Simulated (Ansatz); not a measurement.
# HOSi2 (charge +1): molecular dynamics

Aim: follow the molecule's vibrations and see whether its bonds hold. The start is relaxed first. Runs: 300 steps of 0.5 fs at constant energy, with velocities drawn for 400 K. SMILES of the start: O[Si]#[Si+].

All numbers below are computed with Ansatz 0.2.0 (RKS PBE-D4/def2-SVP).

## (1) The system as given

Bond lengths: O1–Si2 1.566 Å, Si2–Si3 2.198 Å, O1–H4 0.959 Å. Angles: O1–Si2–Si3 176.6°, Si2–O1–H4 162.1°.

Coordinates:

```xyz
4

O    -0.6839    0.6189   -0.6071
Si    0.2894   -0.2992    0.2065
Si    1.7096   -1.6233    1.2366
H    -1.3150    1.3036   -0.8360
```

## (2) Relaxing the start

input.yaml

```yaml
crystal:
  periodic: [false, false, false]
  atoms:
    - { symbol: O, position_ang: [-0.68393, 0.61889, -0.60713] }
    - { symbol: Si, position_ang: [0.28936, -0.29921, 0.20647] }
    - { symbol: Si, position_ang: [1.70956, -1.62326, 1.23662] }
    - { symbol: H, position_ang: [-1.31499, 1.30358, -0.83596] }
total_charge: 1
basis:
  gaussian: { orbitals: def2-SVP }
hamiltonian:
  xc: pbe
  dispersion: d4
relax:
  f_tol: 0.02
  max_steps: 40
output:
  orbitals: {}
```

On the command line:

```
$ ansatz run input.yaml --threads 1 --pin off --max-ram 2048MiB --backend cpu --events-out ev --progress --plain --runs-dir out
```

The program printed (excerpt; [...] marks lines left out):

```text
Warning: RAYON_NUM_THREADS=1 ignored (pool sized by the plan → 1); use --threads N
[...]
Functional definition: PBE
[...]
593 factors; their error is unknown
[...]
mean field -17791.09868132 eV, -653.8108172989 hartree, gradient 9.8e-8 eV, S^2 0.000000; 3 other end points of the search recorded, 0 dependent functions left out
[...]
reference -17791.09871021 eV, -653.8108183604 hartree; 18, 18 occupied and 37, 37 virtual orbitals, 593 factors
relax step   1: F+E_penalty+E_count = -17791.18044097 eV  Δ(F+E_penalty+E_count) = +0.000e0 eV  max|allowed force component| = 9.124e-1 eV/Å  Δτ_max = 0.0000 Å  (169 SCF iters, accepted)
[...]
relax step   4: F+E_penalty+E_count = -17791.29618057 eV  Δ(F+E_penalty+E_count) = -2.190e-2 eV  max|allowed force component| = 4.098e-1 eV/Å  Δτ_max = 0.0511 Å  (77 SCF iters, accepted)
[...]
relax step   7: F+E_penalty+E_count = -17791.22339080 eV  Δ(F+E_penalty+E_count) = +1.216e-1 eV  max|allowed force component| = 1.898e0 eV/Å  Δτ_max = 0.1954 Å  (38 SCF iters, rejected (line search))
[...]
relax step  10: F+E_penalty+E_count = -17791.38120272 eV  Δ(F+E_penalty+E_count) = -2.285e-3 eV  max|allowed force component| = 5.386e-2 eV/Å  Δτ_max = 0.0312 Å  (36 SCF iters, accepted)
[...]
relax step  13: F+E_penalty+E_count = -17791.40648049 eV  Δ(F+E_penalty+E_count) = -6.214e-3 eV  max|allowed force component| = 2.859e-1 eV/Å  Δτ_max = 0.0661 Å  (36 SCF iters, accepted)
[...]
relax step  14: F+E_penalty+E_count = -17791.41203062 eV  Δ(F+E_penalty+E_count) = -5.550e-3 eV  max|allowed force component| = 1.972e-1 eV/Å  Δτ_max = 0.0645 Å  (47 SCF iters, accepted)
[...]
relax step  15: F+E_penalty+E_count = -17791.41453329 eV  Δ(F+E_penalty+E_count) = -2.503e-3 eV  max|allowed force component| = 1.745e-2 eV/Å  Δτ_max = 0.0238 Å  (36 SCF iters, accepted)
593 factors; their error is unknown
[...]
mean field -17791.33079750 eV, -653.8193474111 hartree, gradient 2.2e-5 eV, S^2 0.000000; 5 other end points of the search recorded, 0 dependent functions left out
[...]
reference -17791.33082656 eV, -653.8193484789 hartree; 18, 18 occupied and 37, 37 virtual orbitals, 593 factors
Total energy: -17791.41456235 eV, -653.8224257123 hartree
Atom 0 at    -0.569806     0.422521    -0.757808 Å, force    -0.006396    -0.001526    -0.016601 eV/Å
Atom 1 at     0.089664     0.153094     0.727131 Å, force     0.005479    -0.001511     0.017450 eV/Å
Atom 2 at     1.694838    -1.727396     0.925724 Å, force     0.002731    -0.001965     0.000319 eV/Å
Atom 3 at    -1.214696     1.151781    -0.895046 Å, force    -0.001815     0.005002    -0.001168 eV/Å
Dipole moment:     0.077854    -0.067610     0.076347 e Å
```

Run time: 29 s. Hardware: 1 thread of Arm Neoverse V1, shared host; peak memory 0.11 GiB.

Relaxation path:

| step | energy from step 1 (eV) | largest force component (eV/Å) |
| --- | --- | --- |
| 1 | 0.0000 | 0.9124 |
| 2 | -0.0821 | 0.4182 |
| 3 | -0.0938 | 0.2902 |
| 4 | -0.1157 | 0.4098 |
| 5 | -0.1222 | 0.2862 |
| 6 | -0.1645 | 0.1916 |
| 7x | -0.0429 | 1.8976 |
| 8 | -0.1940 | 0.0406 |
| 9 | -0.1985 | 0.0706 |
| 10 | -0.2008 | 0.0539 |
| 11 | -0.2138 | 0.1815 |
| 12 | -0.2198 | 0.5430 |
| 13 | -0.2260 | 0.2859 |
| 14 | -0.2316 | 0.1972 |
| 15 | -0.2341 | 0.0175 |

Step 1 is the start. 1 step was tried and not accepted (marked x).

After: Bond lengths: O1–Si2 1.647 Å, Si2–Si3 2.480 Å, O1–H4 0.983 Å. Angles: O1–Si2–Si3 117.1°, Si2–O1–H4 120.7°.

## (3) Dynamics

300 steps of 0.5 fs at constant energy, with velocities drawn for 400 K, from the relaxed start.

input.yaml

```yaml
crystal:
  periodic: [false, false, false]
  atoms:
    - { symbol: O, position_ang: [-0.569806, 0.422521, -0.757808] }
    - { symbol: Si, position_ang: [0.089664, 0.153094, 0.727131] }
    - { symbol: Si, position_ang: [1.694838, -1.727396, 0.925724] }
    - { symbol: H, position_ang: [-1.214696, 1.151781, -0.895046] }
total_charge: 1
basis:
  gaussian: { orbitals: def2-SVP }
hamiltonian:
  xc: pbe
  dispersion: d4
md:
  timestep: 0.5
  n_steps: 300
  ensemble: nve
  temperature: 400.0
  initial_velocities: maxwell_boltzmann
  seed: 896719
```

On the command line:

```
$ ansatz run input.yaml --threads 1 --pin off --max-ram 2048MiB --backend cpu --events-out ev --progress --plain --runs-dir out
```

The program printed (excerpt; [...] marks lines left out):

```text
Warning: RAYON_NUM_THREADS=1 ignored (pool sized by the plan → 1); use --threads N
[...]
[... 1 set-up line as earlier in the session ...]
[...]
593 factors; their error is unknown
[...]
mean field -17791.33079186 eV, -653.8193472035 hartree, gradient 1.5e-5 eV, S^2 0.000000; 4 other end points of the search recorded, 0 dependent functions left out
[...]
reference -17791.33082082 eV, -653.8193482679 hartree; 18, 18 occupied and 37, 37 virtual orbitals, 593 factors
md step     0: t =     0.00 fs  T =   400.0 K  F+E_penalty+E_count = -17791.41452764 eV  E_kin = 0.103408 eV  conserved = -17791.31111964 eV  (115 SCF iters)
[...]
md step    20: t =    10.00 fs  T =   232.5 K  F+E_penalty+E_count = -17791.37118628 eV  E_kin = 0.060109 eV  conserved = -17791.31107686 eV  (38 SCF iters)
[...]
md step    40: t =    20.00 fs  T =   128.4 K  F+E_penalty+E_count = -17791.34427305 eV  E_kin = 0.033196 eV  conserved = -17791.31107724 eV  (30 SCF iters)
[...]
md step    60: t =    30.00 fs  T =   134.3 K  F+E_penalty+E_count = -17791.34579988 eV  E_kin = 0.034715 eV  conserved = -17791.31108459 eV  (88 SCF iters)
[...]
md step    80: t =    40.00 fs  T =   178.9 K  F+E_penalty+E_count = -17791.35735329 eV  E_kin = 0.046251 eV  conserved = -17791.31110209 eV  (36 SCF iters)
md step    81: t =    40.50 fs  T =   175.2 K  F+E_penalty+E_count = -17791.35640694 eV  E_kin = 0.045305 eV  conserved = -17791.31110189 eV  (36 SCF iters)
```

## (4) More of the same log: dynamics from the start

Output, continued (excerpt; [...] marks lines left out):

```text
md step    82: t =    41.00 fs  T =   170.9 K  F+E_penalty+E_count = -17791.35527162 eV  E_kin = 0.044174 eV  conserved = -17791.31109793 eV  (36 SCF iters)
[...]
md step   107: t =    53.50 fs  T =   166.4 K  F+E_penalty+E_count = -17791.35412060 eV  E_kin = 0.043023 eV  conserved = -17791.31109789 eV  (37 SCF iters)
[...]
md step   132: t =    66.00 fs  T =   259.2 K  F+E_penalty+E_count = -17791.37808749 eV  E_kin = 0.067011 eV  conserved = -17791.31107664 eV  (40 SCF iters)
[...]
md step   157: t =    78.50 fs  T =   296.6 K  F+E_penalty+E_count = -17791.38776820 eV  E_kin = 0.076674 eV  conserved = -17791.31109392 eV  (38 SCF iters)
[...]
md step   182: t =    91.00 fs  T =   146.8 K  F+E_penalty+E_count = -17791.34906005 eV  E_kin = 0.037953 eV  conserved = -17791.31110667 eV  (38 SCF iters)
md step   183: t =    91.50 fs  T =   144.8 K  F+E_penalty+E_count = -17791.34854740 eV  E_kin = 0.037443 eV  conserved = -17791.31110463 eV  (38 SCF iters)
```

## (5) The log goes on: dynamics from the start

The log, continued (excerpt; [...] marks lines left out):

```text
md step   184: t =    92.00 fs  T =   141.9 K  F+E_penalty+E_count = -17791.34779428 eV  E_kin = 0.036694 eV  conserved = -17791.31110021 eV  (38 SCF iters)
[...]
md step   205: t =   102.50 fs  T =    29.9 K  F+E_penalty+E_count = -17791.31880401 eV  E_kin = 0.007739 eV  conserved = -17791.31106523 eV  (29 SCF iters)
[...]
md step   226: t =   113.00 fs  T =   132.8 K  F+E_penalty+E_count = -17791.34542350 eV  E_kin = 0.034327 eV  conserved = -17791.31109685 eV  (36 SCF iters)
[...]
md step   247: t =   123.50 fs  T =   277.2 K  F+E_penalty+E_count = -17791.38277676 eV  E_kin = 0.071671 eV  conserved = -17791.31110567 eV  (38 SCF iters)
[...]
md step   299: t =   149.50 fs  T =   172.0 K  F+E_penalty+E_count = -17791.35555957 eV  E_kin = 0.044457 eV  conserved = -17791.31110231 eV  (37 SCF iters)
[...]
md step   300: t =   150.00 fs  T =   162.8 K  F+E_penalty+E_count = -17791.35317960 eV  E_kin = 0.042076 eV  conserved = -17791.31110312 eV  (83 SCF iters)
Total energy: -17791.35320940 eV, -653.8201710330 hartree
Atom 0 at    -0.515071     0.337657    -0.761918 Å, force     0.060721    -0.040045    -0.608325 eV/Å
Atom 1 at     0.016979     0.253915     0.779779 Å, force     0.361343    -0.198607     0.489409 eV/Å
Atom 2 at     1.728066    -1.778030     0.884929 Å, force    -0.260023     0.226340    -0.004145 eV/Å
Atom 3 at    -0.984082     1.100429    -1.160050 Å, force    -0.162041     0.012313     0.123060 eV/Å
Dipole moment:     0.167162    -0.134327     0.042978 e Å
```

Wall time 5.9 min (1 thread of Arm Neoverse V1, shared host); peak memory 0.22 GiB.

## (6) The trajectory

The trajectory, every 16 steps (energies from step 0):

| time (fs) | T (K) | potential energy change (meV/atom) | total energy change (meV/atom) |
| --- | --- | --- | --- |
| 0.0 | 400 | 0.0 | 0.00 |
| 8.0 | 270 | 8.4 | 0.01 |
| 16.0 | 165 | 15.2 | 0.01 |
| 24.0 | 103 | 19.2 | 0.01 |
| 32.0 | 156 | 15.8 | 0.01 |
| 40.0 | 179 | 14.3 | 0.00 |
| 48.0 | 141 | 16.7 | 0.01 |
| 56.0 | 173 | 14.7 | 0.01 |
| 64.0 | 224 | 11.4 | 0.01 |
| 72.0 | 366 | 2.2 | 0.00 |
| 80.0 | 258 | 9.2 | 0.01 |
| 88.0 | 147 | 16.4 | 0.01 |
| 96.0 | 98 | 19.5 | 0.01 |
| 104.0 | 35 | 23.6 | 0.01 |
| 112.0 | 121 | 18.1 | 0.01 |
| 120.0 | 227 | 11.2 | 0.01 |
| 128.0 | 297 | 6.7 | 0.00 |
| 136.0 | 254 | 9.5 | 0.01 |
| 144.0 | 234 | 10.7 | 0.01 |
| 150.0 | 163 | 15.3 | 0.00 |

time (fs), T (K) and a bar:
```
      0.0        400 ##############################
      6.5        300 ######################
     13.0        195 #############
     19.5        133 ########
     26.0        104 #####
     32.5        160 ##########
     39.0        184 ############
     45.5        143 #########
     52.0        157 ##########
     58.5        180 ############
     65.0        240 #################
     71.5        361 ###########################
     78.5        297 #####################
     85.0        161 ##########
     91.5        145 #########
     98.0         67 ##
    104.5         38 
    111.0        109 ######
    117.5        188 ############
    124.0        281 ####################
    130.5        286 #####################
    137.0        251 ##################
    143.5        236 ################
    150.0        163 ##########
```

Maxima of the velocity power spectrum (cm⁻¹, relative height; resolution about 440 cm⁻¹): 280 (100), 780 (32).

## (7) Snapshots as a file

Extended XYZ, with forces in eV/Å:

```xyz
4
time_fs=19.0 T=138 dE=0.0677
O    -0.565    0.438   -0.779    0.223   -0.434    0.183
Si    0.050    0.210    0.738    0.069   -0.232   -0.100
Si    1.738   -1.785    0.929   -0.246    0.385   -0.101
H    -1.398    0.919   -0.957   -0.046    0.281    0.018
4
time_fs=37.5 T=189 dE=0.0547
O    -0.562    0.402   -0.790    0.136   -0.090    0.210
Si    0.027    0.237    0.751    0.295   -0.338    0.058
Si    1.752   -1.799    0.921   -0.333    0.367   -0.104
H    -1.202    1.135   -0.917   -0.099    0.061   -0.164
4
time_fs=56.0 T=173 dE=0.0587
O    -0.549    0.366   -0.773    0.399   -0.229    0.072
Si    0.035    0.228    0.768    0.160   -0.137   -0.114
Si    1.729   -1.771    0.902   -0.292    0.228   -0.025
H    -0.954    1.184   -1.123   -0.267    0.138    0.067
4
time_fs=75.0 T=365 dE=0.0091
O    -0.489    0.329   -0.766   -0.050   -0.001   -0.141
Si    0.064    0.200    0.782    0.045   -0.003    0.154
Si    1.673   -1.717    0.879    0.100   -0.097    0.057
H    -1.144    1.028   -0.974   -0.095    0.102   -0.070
4
time_fs=94.0 T=125 dE=0.0711
O    -0.455    0.313   -0.771    0.066   -0.074    0.389
Si    0.094    0.176    0.799   -0.437    0.347   -0.434
Si    1.628   -1.675    0.863    0.428   -0.424    0.103
H    -1.292    0.799   -0.929   -0.058    0.151   -0.057
4
time_fs=112.5 T=127 dE=0.0707
O    -0.449    0.306   -0.746   -0.161   -0.053   -0.646
Si    0.085    0.185    0.791   -0.117    0.239    0.454
Si    1.632   -1.680    0.860    0.384   -0.373    0.131
H    -1.249    0.795   -1.027   -0.106    0.188    0.061
4
time_fs=131.0 T=283 dE=0.0301
O    -0.484    0.306   -0.793    0.179    0.091    0.773
Si    0.054    0.221    0.804   -0.122   -0.060   -0.591
Si    1.677   -1.726    0.870    0.028   -0.035    0.025
H    -1.106    1.054   -0.933   -0.085    0.004   -0.207
4
time_fs=150.0 T=163 dE=0.0613
O    -0.515    0.338   -0.762    0.061   -0.040   -0.608
Si    0.017    0.254    0.780    0.361   -0.199    0.489
Si    1.728   -1.778    0.885   -0.260    0.226   -0.004
H    -0.984    1.100   -1.160   -0.162    0.012    0.123
```

## (8) Outcome

| quantity | value |
| --- | --- |
| relaxation of the start | 13 moves, 0.234 eV lower |
| length | 300 steps of 0.5 fs |
| temperature, first and last step | 400 and 163 K |
| temperature, second half | mean 189 K, from 30 to 365 K |
| potential energy, second half | +14 meV/atom from the start |
| largest change of the total energy | 0.01 meV/atom |
| bonds formed or broken | 0 |

What this shows: The temperature starts at 400 K and averages 189 K in the second half, where it ranges from 30 to 365 K; a mean near half the start is what vibrations about a minimum give, since they share energy equally between motion and strain. The total energy strays from its start by at most 0.01 meV/atom, 0.1 % of the mean kinetic energy, so a step of 0.5 fs is short enough over this time. The bonding pattern survives the run. Averages from a run of 150 fs with 4 atoms are rough. The nuclei move classically, without zero-point motion, which matters most for hydrogen.
